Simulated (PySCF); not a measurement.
[C4H4P]-: core ionisation energies

C4H4P (charge -1).
Structure used (GFN2-xTB), in Å, numbered top down from 1:
```
atom  x, y, z in Å
C1     2.7014    0.8079    0.5683
C2     1.7768    0.4125   -0.1042
P3     0.5488   -0.1607   -1.1992
C4    -0.7771   -0.2120   -0.0221
C5    -2.0413   -0.5907   -0.2718
H6     3.4740    1.1532    1.1954
H7    -0.5128    0.0980    0.9865
H8    -2.7980   -0.5954    0.5027
H9    -2.3580   -0.9069   -1.2535
```

Computed, not measured: PySCF, delta-SCF UKS SCAN, pcX-2 on the ionised atom, pcseg-1 elsewhere, spin-free X2C. Vertical ΔSCF values, vacuum level as zero.

Question: Give the core binding energies atom by atom.

Answer: 
```tsv
atom(s)	bonded to	level	binding energy (eV)	2p1/2 (eV)	above the level's lowest (eV)	count
C1	C (triple bond) and H	C 1s	284.11	–	0.00	1
C2	C (triple bond) and P	C 1s	284.86	–	+0.75	1
P3	2 C	P 2p3/2	129.74	130.63	0.00	1
P3	2 C	P 1s	2143.26	–	0.00	1
C4	C (double bond), H and P	C 1s	285.02	–	+0.91	1
C5	C (double bond) and 2 H	C 1s	284.19	–	+0.08	1
```

The listed C 1s values span 0.91 eV, from C1 (bonded to C (triple bond) and H) to C4 (bonded to C (double bond), H and P).

Question: Which photon energy gives electrons from P 1s of P3 a kinetic energy of 50 eV, and what is their de Broglie wavelength?

Answer: hν = 2143.26 + 50 = 2193.26 eV, recoil neglected; λ = 12.264 Å/√(E/eV) = 1.73 Å.

Question: Give the binding energy of P 1s of P3 in hartree and in kJ/mol.

Answer: 2143.26 eV = 78.7634 Eh = 206793 kJ/mol.

For 2p shells one spin-free hole was relaxed; a mean-field spin–orbit operator and the ground-state splitting of the three 2p orbitals were then diagonalised within the shell. The shell's mean is (2 × 2p3/2 + 2p1/2)/3, and the degeneracies 2j + 1 give areas of 2:1. 2p1/2 minus 2p3/2 (ligand field included): P 0.89 eV. The species carries charge -1, so core ionisation leaves a neutral species. The basis sets have no added diffuse functions. One conformer (not necessarily the lowest) at the GFN2-xTB geometry, without solvent, vibrations or thermal averaging.
